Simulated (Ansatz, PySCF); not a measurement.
System: difluoromethane, CH$_{2}$F$_{2}$, net charge 0, singlet state. 
Coordinates optimised at B3LYP-D3(BJ)/def2-TZVP (Ansatz, a program for electronic structure):
```xyz
5

C      0.0044     0.0053     0.5043
F     -0.0170     1.1024    -0.3021
F      0.0119    -1.1085    -0.2792
H     -0.9025    -0.0002     1.1113
H      0.9218     0.0234     1.0951
```

Total electronic energies in hartree. Correlated levels leave the core frozen unless marked. Spin-orbit coupling is left out. No relativistic terms. CBS marks a two-point X^-3 extrapolation of the correlation energy; Hartree-Fock from the larger set. [CCSD(T)-MP2]/basis is that difference in the basis named.

```csv
level,program,energy (Eh)
PBE/def2-TZVPD,Ansatz,-238.85406
MN15/def2-TZVPD,PySCF,-238.88566
CAM-B3LYP-D3(BJ)/def2-TZVPD,Ansatz + dftd3,-239.03132
MP2/STO-3G,Ansatz,-234.70660
"RI-MP2/CBS(cc-pVTZ,cc-pVQZ)",Ansatz,-238.7893
CCSD/6-31G,Ansatz,-238.16388
CCSD/cc-pwCVTZ,Ansatz,-238.69357
"RI-MP2/CBS(aug-cc-pVTZ,aug-cc-pVQZ)+[CCSD(T)-MP2]/aug-cc-pVDZ",Ansatz,-238.8226
"CCSD(T)/CBS(cc-pVTZ,cc-pVQZ)",Ansatz,-238.8181
```

Totals of different functionals don't rank their quality; only differences between species are comparable.
